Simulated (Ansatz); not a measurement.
# Cl₂ (singlet): from Hartree-Fock to the top rungs, 6-31G*

An exercise on one series of results from a longer session: the logs are not shown, and one member is left open.

The runs use Ansatz 0.2.0, Gaussian basis; 6-31G*, core rule «outside noble gas», up to 10 orbitals frozen.

Plan: UHF; CCSD(T) on RHF; BCCD(T) on RHF; CISD; CCSDT(Q) on RHF; CISDTQ; CCSDTQ on RHF; CASSCF and MRCISD+Q, 14 electrons in 8 orbitals; CASSCF and NEVPT2, 14 electrons in 8 orbitals.

9 further runs of the same task are left out: 9 set aside as unsound or not needed.

### The geometry

The geometry is an MP2(full)/6-31G* stationary point (not a proven minimum).

2 atoms, charge 0, spin multiplicity 1.

Atoms are counted from 1 here; the program's logs count them from 0.

Bond lengths: Cl1–Cl2 2.015 Å.

The first run:

in.yaml reads:

```yaml
crystal:
  periodic: [false, false, false]
  atoms:
    - {symbol: Cl, position_ang: [0.000000, 0.000000, 0.000000]}
    - {symbol: Cl, position_ang: [0.000000, 0.000000, 2.015082]}
basis:
  gaussian: {orbitals: "6-31G*"}
magnetization: {spin_polarized: true, initial_magnetization: 0}
hamiltonian: {xc: hf}
output: {orbitals: {seedname: orbitals}}
```

Run with:

```console
> ansatz run in.yaml --threads 1 --pin off --events-out ev --progress --plain --max-ram 4096MiB --backend cpu
```

Steps of the session up to this table: UHF; CCSD(T) on RHF; BCCD(T) on RHF; CISD; CCSDT(Q) on RHF; CISDTQ; CCSDTQ on RHF; CASSCF and MRCISD+Q, 14 electrons in 8 orbitals; CASSCF and NEVPT2, 14 electrons in 8 orbitals.

One of the session's tables, all rows but one given; the rest of the session is left out.

| method | from RCCSDTQ (meV) |
| --- | --- |
| RHF | +7999.7 |
| RMP2 | +956.5 |
| CISD | +818.4 |
| RCCSD | +221.8 |
| RCCSD(T) | +29.3 |
| BCCD(T) | +29.1 |
| RCCSDT | ? |
| CISDTQ | +47.6 |
| RCCSDT(Q) | +0.1 |
| RCCSDTQ | 0 |
| CASSCF valence | +7286.6 |
| NEVPT2 valence | +1538.1 |
| MRCISD valence | +648.0 |
| MRCISD+Q valence | +61.7 |

Q: Estimate the row for RCCSDT from the others.

**Answer.** from RCCSDTQ (meV): +14.4. In the column «from RCCSDTQ (meV)» it lies between RCCSDT(Q) (+0.1) and BCCD(T) (+29.1).
